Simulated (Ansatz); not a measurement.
Total energies of C4H8O, SMILES `CCCC=O`.

```xyz
13

C     1.574   -0.693    0.520
C     0.162   -0.668   -0.038
C    -0.428    0.727   -0.060
C    -1.822    0.814   -0.599
O    -2.466   -0.119   -0.994
H     1.980   -1.706    0.527
H     1.602   -0.318    1.547
H     2.248   -0.070   -0.075
H     0.148   -1.077   -1.052
H    -0.490   -1.320    0.550
H    -0.445    1.174    0.944
H     0.188    1.416   -0.656
H    -2.253    1.840   -0.615
```

Total charge 0; spin multiplicity 1. All single points use the PBE0-D4/def2-TZVP geometry. It is one conformer, not always the lowest. Basis def2-TZVPP, Ansatz 0.2.0.

RPA on PBE orbitals: Hartree–Fock energy of these orbitals -231.02799 Eh, correlation -1.49398 Eh (frozen core).

| functional | energy without D4 (Eh) | D4 term (kJ/mol) |
| --- | --- | --- |
| LDA (SPW92) | -230.51878 | – |
| BLYP | -232.45066 | -46.8 |
| B97M-V | -232.53048 | – |
| PBE0 | -232.27254 | -17.3 |
| B3LYP | -232.55826 | -32.9 |
| r2SCANh | -232.40027 | -5.6 |
| BHLYP | -232.40933 | -22.2 |
| CAM-B3LYP | -232.43291 | -17.1 |
| ωB97M-V | -232.43880 | – |
| B2PLYP | -232.35019 | – |

(1) Give the same for PBE, revPBE, r2SCAN, r2SCAN0, HSE06 (plane-wave form), LC-ωPBE, ωB97X-V, PBE-QIDH. (Estimate.)

B3LYP takes the VWN-RPA correlation (the form of Gaussian; ORCA's B3LYP/G). HSE06 is the plane-wave form, built on full-range PBE exchange. The double hybrids freeze the cores in their second-order part.

Results:

(1) The calculation gave: 
```json
{"functional": "PBE", "energy without D4 (Eh)": "-232.24874", "D4 term (kJ/mol)": "-20.8"}
{"functional": "revPBE", "energy without D4 (Eh)": "-232.47710", "D4 term (kJ/mol)": "-74.1"}
{"functional": "r2SCAN", "energy without D4 (Eh)": "-232.41107", "D4 term (kJ/mol)": "-5.4"}
{"functional": "r2SCAN0", "energy without D4 (Eh)": "-232.38517", "D4 term (kJ/mol)": "-6.1"}
{"functional": "HSE06 (plane-wave form)", "energy without D4 (Eh)": "-232.25933", "D4 term (kJ/mol)": "-15.9"}
{"functional": "LC-ωPBE", "energy without D4 (Eh)": "-232.40490", "D4 term (kJ/mol)": "–"}
{"functional": "ωB97X-V", "energy without D4 (Eh)": "-232.47884", "D4 term (kJ/mol)": "–"}
{"functional": "PBE-QIDH", "energy without D4 (Eh)": "-232.23939", "D4 term (kJ/mol)": "–"}
```

LC-ωPBE has ω = 0.4 bohr⁻¹.
